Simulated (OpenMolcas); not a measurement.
# Si2H6 (disilane): a chain of runs

Aim: a single-point energy (UHF/aug-cc-pVDZ), then a single-point energy (CASSCF(4,5)/aug-cc-pVDZ), then the energy (CASPT2(4,5)/aug-cc-pVDZ), then a single-point energy, then the energy (SC-NEVPT2(4,5)/aug-cc-pVDZ), then the energy, then a single-point energy (MC-PDFT[tPBE](4,5)/aug-cc-pVDZ) of Si2H6 (disilane). 

The results are computed with OpenMolcas 26.06.

## 1. The molecule

Si2H6: 8 atoms, total charge 0, spin state singlet. As SMILES, `[SiH3][SiH3]`. The Si1–H5 distance was set to 1.934 Å, away from the relaxed value.

Bond lengths: Si1–Si2 2.338 Å, Si1–H3 1.488 Å, Si1–H4 1.488 Å, Si2–H6 1.488 Å, Si2–H7 1.488 Å, Si2–H8 1.488 Å. Angles: Si1–Si2–H6 110.3°, Si1–Si2–H7 110.3°, Si1–Si2–H8 110.3°, Si2–Si1–H3 110.3°, Si2–Si1–H4 110.3°, H6–Si2–H7 108.7°, H6–Si2–H8 108.7°, H7–Si2–H8 108.7°, H3–Si1–H4 108.7°. A long bond or contact: Si1–H5 1.934 Å.

## 2. The energy at UHF/aug-cc-pVDZ (run 1)

Contents of step1.input:

```
* H6Si2 Hartree-Fock

&GATEWAY
  BasLib=$CurrDir
  Coord
  8
  bohr
  Si    -0.15163540     0.26081811    -2.06169687
  Si     1.17873179    -1.61870349     1.71000750
  H      2.06765896     1.12631268    -3.55458051
  H     -1.61125986    -1.57996411    -3.60560311
  H     -2.28278916     3.14469324    -1.35663438
  H      2.64421440     0.22000003     3.25070121
  H      2.81258900    -3.84121039     1.16765610
  H     -1.04075155    -2.47815094     3.20591470
  Basis=aug-cc-pVDZ
  Group=NoSym

&SEWARD

&SCF
  UHF
  Scramble=0.25
  PrOrbitals=1
```

The basis set aug-cc-pVDZ is read from a file made from the Basis Set Exchange's data (not shown).

On the command line:

```bash
$ export MOLCAS_MEM=1860
$ pymolcas step1.input > step1.log
```

What it wrote:

```text
--- Start Module: gateway ---
[...]
--- Stop Module: gateway /rc=_RC_ALL_IS_WELL_ ---
--- Start Module: seward ---
[...]
      Basis functions          108
--- Stop Module: seward /rc=_RC_ALL_IS_WELL_ ---
[...]
--- Start Module: scf ---
[...]
       Convergence after  15 Iterations
[...]
::    Total SCF energy                               -581.3018449185
[...]
      Total spin, S                                     0.0000000000
[...]
      Dipole Moment (debye):
      Origin of the operator (angstrom)=    0.2675   -0.3536   -0.0917
                   X=  5.2592E-01               Y= -7.1431E-01               Z= -3.9254E-02           Total=  8.8791E-01
      Quadrupole Moment (debye*angstrom):
[...]
--- Stop Module: scf /rc=_RC_ALL_IS_WELL_ ---
[...]
```

Run time: 17 s. Hardware: 1 thread of Arm Neoverse V1, shared host; peak memory 0.63 GiB.

## 3. A single-point energy at CASSCF(4,5)/aug-cc-pVDZ (run 2)

Contents of step2.inp:

```
&GATEWAY
 BasLib=$CurrDir
 Coord
 8
 bohr
 Si    -0.15163540     0.26081811    -2.06169687
 Si     1.17873179    -1.61870349     1.71000750
 H      2.06765896     1.12631268    -3.55458051
 H     -1.61125986    -1.57996411    -3.60560311
 H     -2.28278916     3.14469324    -1.35663438
 H      2.64421440     0.22000003     3.25070121
 H      2.81258900    -3.84121039     1.16765610
 H     -1.04075155    -2.47815094     3.20591470
 Basis=aug-cc-pVDZ
 Group=NoSym

&SEWARD

&RASSCF
 FileOrb=$CurrDir/step1.UnaOrb
 Spin=1
 Nactel=4 0 0
 Inactive=15
 Ras2=5
 OrbListing=NoCore
```

The basis set aug-cc-pVDZ is read from a file made from the Basis Set Exchange's data (not shown).

On the command line:

```bash
$ export MOLCAS_MEM=1860
$ pymolcas step2.inp > step2.log
```

What it wrote:

```text
--- Start Module: gateway ---
[...]
--- Stop Module: gateway /rc=_RC_ALL_IS_WELL_ ---
--- Start Module: seward ---
[...]
      Basis functions          108
--- Stop Module: seward /rc=_RC_ALL_IS_WELL_ ---
[...]
--- Start Module: rasscf ---
[...]
      Number of active orbitals                  5
[...]
      Spin quantum number                      0.0
[...]
      Active orbitals                            5
[...]
      Number of CSFs                            50
[...]
      Number of root(s) required                 1
[...]
 ###    WARNING: Large orbital rotation.                                     ###
 ###############################################################################
      Molecular orbital  20 of symmetry 1 MO space 2  weight is    0.469921
[...]
      Convergence after 28 iterations
[...]
      printout of CI-coefficients larger than  0.05 for root  1
      energy=    -581.339578
      conf/sym  11111     Coeff  Weight
             1  22000  -0.97906 0.95856
             8  20200   0.16392 0.02687
            22  02020   0.05711 0.00326
            25  02002   0.07596 0.00577
      Natural orbitals and occupation numbers for root  1
      sym 1:   1.973979   1.942462   0.059179   0.010174   0.014207
      ************************************************************************************************************************
      *                                                    Final results                                                     *
[...]
::    RASSCF root number  1 Total energy:   -581.33957816
[...]
      Total electronic charge=   34.000000
      Total            charge=   -0.000000
[...]
      Dipole Moment (debye):
      Origin of the operator (angstrom)=    0.2675   -0.3536   -0.0917
                   X=  3.5486E-01               Y= -4.8198E-01               Z= -2.6038E-02           Total=  5.9909E-01
      Quadrupole Moment (debye*angstrom):
[...]
--- Stop Module: rasscf /rc=_RC_ALL_IS_WELL_ ---
[...]
```

Wall time 28 s (1 thread of Arm Neoverse V1, shared host); peak memory 0.63 GiB.

## 4. A single-point energy at CASPT2(4,5)/aug-cc-pVDZ (run 3)

Contents of step3.input:

```
&GATEWAY
BasLib=$CurrDir
Coord
8
bohr
Si    -0.15163540     0.26081811    -2.06169687
Si     1.17873179    -1.61870349     1.71000750
H      2.06765896     1.12631268    -3.55458051
H     -1.61125986    -1.57996411    -3.60560311
H     -2.28278916     3.14469324    -1.35663438
H      2.64421440     0.22000003     3.25070121
H      2.81258900    -3.84121039     1.16765610
H     -1.04075155    -2.47815094     3.20591470
Basis=aug-cc-pVDZ
Group=NoSym
&SEWARD
&RASSCF
FileOrb=$CurrDir/step2.RasOrb
Spin=1
Nactel=4 0 0
Inactive=15
Ras2=5
OrbListing=NoCore
&CASPT2
IPEA=0.25
Imaginary=0.1
Frozen=10
```

The basis set aug-cc-pVDZ is read from a file made from the Basis Set Exchange's data (not shown).

On the command line:

```bash
$ export MOLCAS_MEM=1860
$ pymolcas step3.input > step3.log
```

What it wrote:

```text
--- Start Module: gateway ---
[...]
--- Stop Module: gateway /rc=_RC_ALL_IS_WELL_ ---
[...]
      Basis functions          108
[...]
--- Start Module: rasscf ---
[...]
      Number of active orbitals                  5
[...]
      Spin quantum number                      0.0
[...]
      Active orbitals                            5
[...]
      Number of CSFs                            50
[...]
      Number of root(s) required                 1
[...]
      Convergence after  4 iterations
[...]
      printout of CI-coefficients larger than  0.05 for root  1
      energy=    -581.339578
      conf/sym  11111     Coeff  Weight
             1  22000  -0.97906 0.95856
             8  20200   0.16392 0.02687
            22  02020   0.05711 0.00326
            25  02002   0.07596 0.00577
      Natural orbitals and occupation numbers for root  1
      sym 1:   1.973978   1.942461   0.059180   0.010174   0.014207
      ************************************************************************************************************************
      *                                                    Final results                                                     *
[...]
::    RASSCF root number  1 Total energy:   -581.33957816
[...]
      Total electronic charge=   34.000000
      Total            charge=   -0.000000
[...]
      Dipole Moment (debye):
      Origin of the operator (angstrom)=    0.2675   -0.3536   -0.0917
                   X=  3.5486E-01               Y= -4.8196E-01               Z= -2.6015E-02           Total=  5.9907E-01
      Quadrupole Moment (debye*angstrom):
[...]
--- Stop Module: rasscf /rc=_RC_ALL_IS_WELL_ ---
[...]
--- Start Module: caspt2 ---
[...]
 ###    WARNING: User changed nr of frozen orbitals.                         ###
 ###############################################################################
[...]
      E2 (Variational):          -0.1972004030
      Total energy:            -581.5367785612
[...]
      Reference weight:           0.91546
[...]
::    CASPT2 Root  1     Total energy:   -581.53677856
[...]
--- Stop Module: caspt2 /rc=_RC_ALL_IS_WELL_ ---
[...]
```

Wall time 14 s (1 thread of Arm Neoverse V1, shared host); peak memory 0.63 GiB.

## 5. A single-point energy at CASPT2[IPEA 0](4,5)/aug-cc-pVDZ (run 4)

Contents of step4.inp:

```
* H6Si2 CASPT2
>>> EXPORT MOLCAS_PRINT=2

&GATEWAY
 BasLib=$CurrDir
 Coord
 8
 bohr
 Si    -0.15163540     0.26081811    -2.06169687
 Si     1.17873179    -1.61870349     1.71000750
 H      2.06765896     1.12631268    -3.55458051
 H     -1.61125986    -1.57996411    -3.60560311
 H     -2.28278916     3.14469324    -1.35663438
 H      2.64421440     0.22000003     3.25070121
 H      2.81258900    -3.84121039     1.16765610
 H     -1.04075155    -2.47815094     3.20591470
 Basis=aug-cc-pVDZ
 Group=NoSym

&SEWARD

&RASSCF
 FileOrb=$CurrDir/step2.RasOrb
 Spin=1
 Nactel=4 0 0
 Inactive=15
 Ras2=5
 OrbListing=NoCore

&CASPT2
 IPEA=0
 Imaginary=0.1
 Frozen=10
```

The basis set aug-cc-pVDZ is read from a file made from the Basis Set Exchange's data (not shown).

On the command line:

```bash
$ export MOLCAS_MEM=1860
$ pymolcas step4.inp > step4.log
```

What it wrote:

```text
--- Start Module: gateway ---
[...]
--- Stop Module: gateway /rc=_RC_ALL_IS_WELL_ ---
[...]
      Basis functions          108
[...]
--- Start Module: rasscf ---
[...]
      Number of active orbitals                  5
[...]
      Spin quantum number                      0.0
[...]
      Active orbitals                            5
[...]
      Number of CSFs                            50
[...]
      Number of root(s) required                 1
[...]
      Convergence after  4 iterations
[...]
      printout of CI-coefficients larger than  0.05 for root  1
      energy=    -581.339578
      conf/sym  11111     Coeff  Weight
             1  22000  -0.97906 0.95856
             8  20200   0.16392 0.02687
            22  02020   0.05711 0.00326
            25  02002   0.07596 0.00577
      Natural orbitals and occupation numbers for root  1
      sym 1:   1.973978   1.942461   0.059180   0.010174   0.014207
      ************************************************************************************************************************
      *                                                    Final results                                                     *
[...]
::    RASSCF root number  1 Total energy:   -581.33957816
[...]
      Total electronic charge=   34.000000
      Total            charge=   -0.000000
[...]
      Dipole Moment (debye):
      Origin of the operator (angstrom)=    0.2675   -0.3536   -0.0917
                   X=  3.5486E-01               Y= -4.8196E-01               Z= -2.6015E-02           Total=  5.9907E-01
      Quadrupole Moment (debye*angstrom):
[...]
--- Stop Module: rasscf /rc=_RC_ALL_IS_WELL_ ---
[...]
--- Start Module: caspt2 ---
[...]
 ###    WARNING: User changed nr of frozen orbitals.                         ###
 ###############################################################################
[...]
      E2 (Variational):          -0.1979725173
      Total energy:            -581.5375506755
[...]
      Reference weight:           0.91464
[...]
::    CASPT2 Root  1     Total energy:   -581.53755068
[...]
--- Stop Module: caspt2 /rc=_RC_ALL_IS_WELL_ ---
[...]
```

Run time: 15 s. Hardware: 1 thread of Arm Neoverse V1, shared host; peak memory 0.63 GiB.

## 6. The energy at SC-NEVPT2(4,5)/aug-cc-pVDZ (run 5)

Contents of step5.inp:

```
&GATEWAY
BASLIB=$CurrDir
COORD
8
bohr
Si    -0.15163540     0.26081811    -2.06169687
Si     1.17873179    -1.61870349     1.71000750
H      2.06765896     1.12631268    -3.55458051
H     -1.61125986    -1.57996411    -3.60560311
H     -2.28278916     3.14469324    -1.35663438
H      2.64421440     0.22000003     3.25070121
H      2.81258900    -3.84121039     1.16765610
H     -1.04075155    -2.47815094     3.20591470
BASIS=aug-cc-pVDZ
GROUP=NoSym
&SEWARD
&RASSCF
FILEORB=$CurrDir/step2.RasOrb
SPIN=1
NACTEL=4 0 0
INACTIVE=15
RAS2=5
ORBLISTING=NoCore
&CASPT2
SC-NEVPT2
FROZEN=10
```

The basis set aug-cc-pVDZ is read from a file made from the Basis Set Exchange's data (not shown).

On the command line:

```bash
$ export MOLCAS_MEM=1860
$ pymolcas step5.inp > step5.log
```

What it wrote:

```text
--- Start Module: gateway ---
[...]
--- Stop Module: gateway /rc=_RC_ALL_IS_WELL_ ---
[...]
      Basis functions          108
[...]
--- Start Module: rasscf ---
[...]
      Number of active orbitals                  5
[...]
      Spin quantum number                      0.0
[...]
      Active orbitals                            5
[...]
      Number of CSFs                            50
[...]
      Number of root(s) required                 1
[...]
      Convergence after  4 iterations
[...]
      printout of CI-coefficients larger than  0.05 for root  1
      energy=    -581.339578
      conf/sym  11111     Coeff  Weight
             1  22000  -0.97906 0.95856
             8  20200   0.16392 0.02687
            22  02020   0.05711 0.00326
            25  02002   0.07596 0.00577
      Natural orbitals and occupation numbers for root  1
      sym 1:   1.973978   1.942461   0.059180   0.010174   0.014207
      ************************************************************************************************************************
      *                                                    Final results                                                     *
[...]
::    RASSCF root number  1 Total energy:   -581.33957816
[...]
      Total electronic charge=   34.000000
      Total            charge=   -0.000000
[...]
      Dipole Moment (debye):
      Origin of the operator (angstrom)=    0.2675   -0.3536   -0.0917
                   X=  3.5486E-01               Y= -4.8196E-01               Z= -2.6015E-02           Total=  5.9907E-01
      Quadrupole Moment (debye*angstrom):
[...]
--- Stop Module: rasscf /rc=_RC_ALL_IS_WELL_ ---
[...]
--- Start Module: caspt2 ---
[...]
 ###    WARNING: User changed nr of frozen orbitals.                         ###
 ###############################################################################
[...]
      E2 (Variational):          -0.1911642553
[...]
      E2 (Variational):          -0.1908360998
      Total energy:            -581.5304142581
[...]
      Reference weight:           0.92070
[...]
::    SC-NEVPT2 Root  1     Total energy:   -581.53041426
[...]
--- Stop Module: caspt2 /rc=_RC_ALL_IS_WELL_ ---
[...]
```

It took 14 s on 1 thread of Arm Neoverse V1, shared host; peak memory 0.63 GiB.

## 7. A single-point energy at PC-NEVPT2(4,5)/aug-cc-pVDZ (run 6)

Contents of step6.inp:

```
&GATEWAY
 BasLib
 $CurrDir
 Coord
 8
 bohr
 Si    -0.15163540     0.26081811    -2.06169687
 Si     1.17873179    -1.61870349     1.71000750
 H      2.06765896     1.12631268    -3.55458051
 H     -1.61125986    -1.57996411    -3.60560311
 H     -2.28278916     3.14469324    -1.35663438
 H      2.64421440     0.22000003     3.25070121
 H      2.81258900    -3.84121039     1.16765610
 H     -1.04075155    -2.47815094     3.20591470
 Basis
 aug-cc-pVDZ
 Group
 NoSym

&SEWARD

&RASSCF
 FileOrb
 $CurrDir/step2.RasOrb
 Spin
 1
 Nactel
 4 0 0
 Inactive
 15
 Ras2
 5
 OrbListing
 NoCore

&CASPT2
 PC-NEVPT2
 Frozen
 10
```

The basis set aug-cc-pVDZ is read from a file made from the Basis Set Exchange's data (not shown).

On the command line:

```bash
$ export MOLCAS_MEM=1860
$ pymolcas step6.inp > step6.log
```

What it wrote:

```text
--- Start Module: gateway ---
[...]
--- Stop Module: gateway /rc=_RC_ALL_IS_WELL_ ---
[...]
      Basis functions          108
[...]
--- Start Module: rasscf ---
[...]
      Number of active orbitals                  5
[...]
      Spin quantum number                      0.0
[...]
      Active orbitals                            5
[...]
      Number of CSFs                            50
[...]
      Number of root(s) required                 1
[...]
      Convergence after  4 iterations
[...]
      printout of CI-coefficients larger than  0.05 for root  1
      energy=    -581.339578
      conf/sym  11111     Coeff  Weight
             1  22000  -0.97906 0.95856
             8  20200   0.16392 0.02687
            22  02020   0.05711 0.00326
            25  02002   0.07596 0.00577
      Natural orbitals and occupation numbers for root  1
      sym 1:   1.973978   1.942461   0.059180   0.010174   0.014207
      ************************************************************************************************************************
      *                                                    Final results                                                     *
[...]
::    RASSCF root number  1 Total energy:   -581.33957816
[...]
      Total electronic charge=   34.000000
      Total            charge=   -0.000000
[...]
      Dipole Moment (debye):
      Origin of the operator (angstrom)=    0.2675   -0.3536   -0.0917
                   X=  3.5486E-01               Y= -4.8196E-01               Z= -2.6015E-02           Total=  5.9907E-01
      Quadrupole Moment (debye*angstrom):
[...]
--- Stop Module: rasscf /rc=_RC_ALL_IS_WELL_ ---
[...]
--- Start Module: caspt2 ---
[...]
 ###    WARNING: User changed nr of frozen orbitals.                         ###
 ###############################################################################
[...]
      E2 (Variational):          -0.1911642553
[...]
      E2 (Variational):          -0.1908360998
      Total energy:            -581.5304142581
[...]
      Reference weight:           0.92070
[...]
::    PC-NEVPT2 Root  1     Total energy:   -581.53074241
[...]
--- Stop Module: caspt2 /rc=_RC_ALL_IS_WELL_ ---
[...]
```

It took 14 s on 1 thread of Arm Neoverse V1, shared host; peak memory 0.63 GiB.

## 8. The energy at MC-PDFT[tPBE](4,5)/aug-cc-pVDZ (run 7)

Contents of step7.input:

```
* H6Si2 MC-PDFT

&GATEWAY
  BasLib
  $CurrDir
  Coord
  8
  bohr
  Si    -0.15163540     0.26081811    -2.06169687
  Si     1.17873179    -1.61870349     1.71000750
  H      2.06765896     1.12631268    -3.55458051
  H     -1.61125986    -1.57996411    -3.60560311
  H     -2.28278916     3.14469324    -1.35663438
  H      2.64421440     0.22000003     3.25070121
  H      2.81258900    -3.84121039     1.16765610
  H     -1.04075155    -2.47815094     3.20591470
  Basis
  aug-cc-pVDZ
  Group
  NoSym

&SEWARD

&RASSCF
  FileOrb
  $CurrDir/step2.RasOrb
  Spin
  1
  Nactel
  4 0 0
  Inactive
  15
  Ras2
  5
  OrbListing
  NoCore

&MCPDFT
  KSDFT
  T:PBE
```

The basis set aug-cc-pVDZ is read from a file made from the Basis Set Exchange's data (not shown).

On the command line:

```bash
$ export MOLCAS_MEM=1860
$ pymolcas step7.input > step7.log
```

What it wrote:

```text
--- Start Module: gateway ---
[...]
--- Stop Module: gateway /rc=_RC_ALL_IS_WELL_ ---
[...]
      Basis functions          108
[...]
--- Start Module: rasscf ---
[...]
      Number of active orbitals                  5
[...]
      Spin quantum number                      0.0
[...]
      Active orbitals                            5
[...]
      Number of CSFs                            50
[...]
      Number of root(s) required                 1
[...]
      Convergence after  4 iterations
[...]
      printout of CI-coefficients larger than  0.05 for root  1
      energy=    -581.339578
      conf/sym  11111     Coeff  Weight
             1  22000  -0.97906 0.95856
             8  20200   0.16392 0.02687
            22  02020   0.05711 0.00326
            25  02002   0.07596 0.00577
      Natural orbitals and occupation numbers for root  1
      sym 1:   1.973978   1.942461   0.059180   0.010174   0.014207
      ************************************************************************************************************************
      *                                                    Final results                                                     *
[...]
::    RASSCF root number  1 Total energy:   -581.33957816
[...]
      Total electronic charge=   34.000000
      Total            charge=   -0.000000
[...]
      Dipole Moment (debye):
      Origin of the operator (angstrom)=    0.2675   -0.3536   -0.0917
                   X=  3.5486E-01               Y= -4.8196E-01               Z= -2.6015E-02           Total=  5.9907E-01
      Quadrupole Moment (debye*angstrom):
[...]
--- Stop Module: rasscf /rc=_RC_ALL_IS_WELL_ ---
[...]
--- Start Module: mcpdft ---
[...]
 ###    WARNING: Deprecation warning: KSDF should be replaced                ###
 ###    with FUNC keyword                                                    ###
 ###############################################################################
[...]
::    MCPDFT root number  1 Total energy:   -582.19224201
--- Stop Module: mcpdft /rc=_RC_ALL_IS_WELL_ ---
[...]
```

Wall time 13 s (1 thread of Arm Neoverse V1, shared host); peak memory 0.63 GiB.

## 9. Outcome

| quantity | value |
| --- | --- |
| run 1, UHF/aug-cc-pVDZ: total energy | -581.30184 Eh |
| run 1, UHF/aug-cc-pVDZ: dipole moment | 0.89 D |
| run 1, UHF/aug-cc-pVDZ: HOMO energy | -10.87 eV |
| run 1, UHF/aug-cc-pVDZ: LUMO energy | 1.01 eV |
| run 1, UHF/aug-cc-pVDZ: HOMO–LUMO gap | 11.88 eV |
| run 2, CASSCF(4,5)/aug-cc-pVDZ: total energy | -581.33958 Eh |
| run 2, CASSCF(4,5)/aug-cc-pVDZ: dipole moment (CASSCF density) | 0.60 D |
| run 3, CASPT2(4,5)/aug-cc-pVDZ: total energy | -581.53678 Eh |
| run 3, CASPT2(4,5)/aug-cc-pVDZ: dipole moment (CASSCF density) | 0.60 D |
| run 4, CASPT2[IPEA 0](4,5)/aug-cc-pVDZ: total energy | -581.53755 Eh |
| run 4, CASPT2[IPEA 0](4,5)/aug-cc-pVDZ: dipole moment (CASSCF density) | 0.60 D |
| run 5, SC-NEVPT2(4,5)/aug-cc-pVDZ: total energy | -581.53041 Eh |
| run 5, SC-NEVPT2(4,5)/aug-cc-pVDZ: dipole moment (CASSCF density) | 0.60 D |
| run 6, PC-NEVPT2(4,5)/aug-cc-pVDZ: total energy | -581.53074 Eh |
| run 6, PC-NEVPT2(4,5)/aug-cc-pVDZ: dipole moment (CASSCF density) | 0.60 D |
| run 7, MC-PDFT[tPBE](4,5)/aug-cc-pVDZ: total energy | -582.19224 Eh |
| run 7, MC-PDFT[tPBE](4,5)/aug-cc-pVDZ: dipole moment (CASSCF density) | 0.60 D |

Mulliken charges (run 3, CASPT2(4,5)/aug-cc-pVDZ) of the CASSCF density run from -0.11 on H5 to +0.03 on Si1; in a basis this large or diffuse they mean little. Mulliken charges (run 7, MC-PDFT[tPBE](4,5)/aug-cc-pVDZ) of the CASSCF density run from -0.11 on H5 to +0.03 on Si1; in a basis this large or diffuse they mean little.
